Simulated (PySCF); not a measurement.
**Shieldings and the share of exact exchange**

Molecule: 3-butyn-2-one (SMILES C#CC(C)=O).

Structure with atom numbers: `[CH:1]#[C:2][C:3]([CH3:4])=[O:5]` (H(Xn): hydrogen on atom n).

GIAO shieldings (ppm, equivalent atoms averaged) in PySCF 2.14 on the PBE0-D3(BJ)/def2-SVP geometry, basis pcSseg-2, gas phase, non-relativistic:

```tsv
functional	exact exchange (%)	σ(C2)	σ(C4)
BLYP	0	89.1	138.9
BP86	0	92.3	142.8
PBE	0	92.1	143.1
B3LYP	20	93.6	143.6
mPW1PW91	25	97.4	148.0
BHandHLYP	50	100.7	149.7
HF	100	113.9	159.1
```

Q: Fit each shielding as a line in the percentage of exact exchange.

A: σ(C2) = 90.8 + 0.22 x (rms 1.4 ppm); σ(C4) = 141.6 + 0.17 x (rms 1.6 ppm). The functionals also differ in their semilocal parts, which the line can't hold; Hartree–Fock has no correlation at all.

Q: What does the line predict for PBE0 (25 %), and what does the run give?

A: σ(C2): 96.3 predicted, 97.7 computed; σ(C4): 145.8 predicted, 148.6 computed ppm.
